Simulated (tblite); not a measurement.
Compound: C4H6NO (doublet state).
Atom-mapped SMILES: `[CH3:1][C:2]1=[CH:3][O:4][NH:5][CH:6]1` (hydrogens: H7, H8, H9 on C1; H10 on C3; H11 on N5; H12 on C6)
Bond orders are those of one Lewis drawing.

Computed with GFN2-xTB (tblite), gas phase: L-BFGS steps from a force-field or distance-geometry start until the largest atomic force falls under 0.01 eV/Å.

Step 26: E = -503.4517 eV
```
atom  x, y, z in Å  |  force x, y, z in eV/Å
C1      1.7358   -0.0690    0.0406   -0.050  -0.005  -0.001
C2      0.2533    0.0810    0.0098   -0.021  -0.019  -0.027
C3     -0.4611    1.1199   -0.5451    0.006  -0.039  -0.064
O4     -1.8228    0.9059   -0.4051    0.017  -0.007   0.004
N5     -1.9656   -0.2885    0.3418    0.048   0.062   0.021
C6     -0.6760   -0.8118    0.5180    0.003   0.003  -0.013
H7      1.9942   -1.1247    0.0754    0.045   0.023   0.010
H8      2.1469    0.4178    0.9246    0.006  -0.007  -0.027
H9      2.1823    0.3814   -0.8438   -0.016  -0.003   0.054
H10    -0.1723    1.9904   -1.0928   -0.036   0.000   0.044
H11    -2.6775   -0.8738   -0.0970    0.053  -0.004   0.022
H12    -0.5359   -1.7292    1.0474   -0.055  -0.003  -0.024
```

Step 27: E = -503.4526 eV
```
atom  x, y, z in Å  |  force x, y, z in eV/Å
C1      1.7353   -0.0692    0.0411   -0.028  -0.006   0.002
C2      0.2533    0.0811    0.0096   -0.020  -0.042  -0.048
C3     -0.4604    1.1179   -0.5498   -0.009  -0.035  -0.032
O4     -1.8220    0.9055   -0.4049   -0.004  -0.006   0.004
N5     -1.9654   -0.2877    0.3454    0.062   0.098  -0.018
C6     -0.6763   -0.8126    0.5161    0.013   0.023   0.001
H7      1.9972   -1.1241    0.0771    0.030   0.022   0.005
H8      2.1458    0.4180    0.9249    0.007   0.001  -0.013
H9      2.1825    0.3823   -0.8420   -0.012  -0.002   0.039
H10    -0.1728    1.9917   -1.0935   -0.036  -0.014   0.048
H11    -2.6773   -0.8728   -0.0927    0.033  -0.012   0.016
H12    -0.5387   -1.7309    1.0428   -0.036  -0.027  -0.004
```

Q: Estimate the geometry and energy of step 28. (The exact step hangs on the optimiser's Hessian estimate; all steps are aligned on step 27, rigid shifts and turns removed.)

A: E = -503.4536 eV, largest force 0.108 eV/Å
```
atom  x, y, z in Å  |  force x, y, z in eV/Å
C1      1.7343   -0.0699    0.0419    0.010  -0.002   0.003
C2      0.2531    0.0797    0.0074   -0.005  -0.058  -0.061
C3     -0.4599    1.1149   -0.5560   -0.018  -0.026   0.000
O4     -1.8211    0.9060   -0.4044   -0.020   0.000  -0.001
N5     -1.9644   -0.2848    0.3497    0.046   0.086  -0.047
C6     -0.6764   -0.8134    0.5137    0.010   0.027   0.026
H7      2.0030   -1.1230    0.0793    0.005   0.014   0.001
H8      2.1432    0.4188    0.9251    0.002   0.009   0.010
H9      2.1833    0.3832   -0.8383   -0.004   0.005   0.005
H10    -0.1750    1.9926   -1.0942   -0.022  -0.014   0.041
H11    -2.6769   -0.8705   -0.0865    0.017  -0.009   0.016
H12    -0.5420   -1.7342    1.0363   -0.021  -0.031   0.008
```

The energy changes by -0.0010 eV. The first-order estimate −F·Δx gives -0.0014 eV and the mean of the old and new forces, exact on a quadratic surface, -0.0010 eV. The step makes an angle of 61° with the force vector and moves no atom by more than 0.008 Å.

What follows is the cost of the whole relaxation. Time: 0.13 s wall. Hardware: one thread, Arm Neoverse V2 (aarch64), shared host with 96 logical CPUs at a one-minute load of 29.
